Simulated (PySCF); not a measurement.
Li: ionisation energy

Li [He] 2s1 (2S) → Li⁺ 1s2 (1S), as a difference of total energies. Computed with PySCF 2.14 in def2-TZVP, with no relativity, point nucleus. The calculations carry no spin-orbit coupling.

```json
{"method": "UHF", "ionisation energy (eV)": "5.342", "error (eV)": "-0.050"}
{"method": "r2SCAN", "ionisation energy (eV)": "5.387", "error (eV)": "-0.005"}
{"method": "TPSS", "ionisation energy (eV)": "5.502", "error (eV)": "+0.110"}
```

Reference: 5.392 eV (measured; NIST Atomic Spectra Database, ionization energies).
